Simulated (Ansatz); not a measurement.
`CCNCS` at its PBE0-D4/def2-TZVP geometry, where that method's forces vanish. Total charge 0; spin multiplicity 1.

```csv
atom,x (Å),y (Å),z (Å)
C1,0.6896,1.5937,-0.5787
C2,-0.2382,0.4671,-1.0147
N3,-0.0681,-0.8050,-0.3353
C4,-0.3565,-0.7808,1.0731
S5,-0.1737,-2.4126,1.8239
H6,0.5091,2.4935,-1.1723
H7,1.7376,1.3103,-0.7126
H8,0.5446,1.8590,0.4711
H9,-0.1114,0.2824,-2.0854
H10,-1.2811,0.7757,-0.8808
H11,0.8581,-1.1850,-0.4910
H12,0.3031,-0.1427,1.6815
H13,-1.3777,-0.4173,1.2157
H14,-1.0355,-3.0384,1.0054
```

Problem. For each bond, give half the difference of the two atoms' forces along it (eV/Å; positive pushes the atoms apart) under PBE-D4, r2SCAN-D4, B3LYP-D4, ωB97M-V in def2-TZVPP. (An estimate is asked.)

Solution. Ansatz gave: 
| bond | length (Å) | PBE-D4 | r2SCAN-D4 | B3LYP-D4 | ωB97M-V |
| --- | --- | --- | --- | --- | --- |
| C1–C2 | 1.523 | 0.00 | 0.09 | 0.19 | 0.14 |
| C1–H6 | 1.093 | 0.09 | -0.04 | -0.07 | -0.07 |
| C1–H7 | 1.094 | 0.10 | -0.03 | -0.06 | -0.07 |
| C1–H8 | 1.092 | 0.10 | -0.04 | -0.07 | -0.08 |
| C2–N3 | 1.452 | 0.08 | 0.16 | 0.16 | 0.17 |
| C2–H9 | 1.094 | 0.09 | -0.06 | -0.14 | -0.13 |
| C2–H10 | 1.096 | 0.11 | -0.06 | -0.12 | -0.12 |
| N3–C4 | 1.438 | 0.07 | 0.13 | 0.17 | 0.22 |
| N3–H11 | 1.013 | 0.24 | -0.02 | -0.09 | -0.13 |
| C4–S5 | 1.805 | 0.16 | 0.15 | 0.22 | 0.07 |
| C4–H12 | 1.101 | 0.12 | -0.06 | -0.13 | -0.15 |
| C4–H13 | 1.093 | 0.10 | -0.06 | -0.14 | -0.14 |
| S5–H14 | 1.343 | 0.28 | 0.02 | -0.02 | -0.11 |

B3LYP here is the variant with VWN-RPA as its local correlation; programs differ in this.
